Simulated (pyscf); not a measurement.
Single points on ωB97X-D3(BJ)/def2-SVP structures (PySCF, gas phase). MP2 and CC: frozen core, UHF for open shells. ΔMP2 is the change of the MP2 total energy from the triple- to the quadruple-zeta basis.

### Question
PBE/def2-TZVP puts the barrier of methylsilane (H₃C–SiH₃) + borane (BH₃) → H₂B–CH₃ + silane (SiH₄) (four-centre exchange; singlet surface; C–Si, B–H broken, B–C, H–Si formed) at 41.2 kJ/mol and the reaction energy at -20.7 kJ/mol, from the separated reactants. What do PBE0-D3(BJ)/def2-TZVP, ωB97M-D3(BJ)/def2-TZVP, CCSD(T)/def2-TZVPP + ΔMP2(QZVPP) give on the same structures?

### Answer
PBE0-D3(BJ): ΔE‡ = 43.5 kJ/mol, ΔE = -16.7 kJ/mol; ωB97M-D3(BJ): ΔE‡ = 59.0 kJ/mol, ΔE = -14.8 kJ/mol; CCSD(T): ΔE‡ = 68.5 kJ/mol, ΔE = -12.2 kJ/mol. PBE's barrier lies under all of them, by 2.3 to 27.2 kJ/mol. Its reaction energy lies under all of them, by 3.9 to 8.4 kJ/mol. On the product side the descent ends in an adduct with a B–H, B–Si contact, 25.0 kJ/mol under the separated species and 95.9 kJ/mol under the saddle at ωB97X-D3(BJ)/def2-TZVP. What is counted as broken (B–H) persists as a longer contact in the product adduct; parting that adduct is a step of its own. This is the saddle that the search found; another between the same sides may lie lower. The CCSD(T) − MP2 part came from Ansatz, without density fitting, on the same reference.
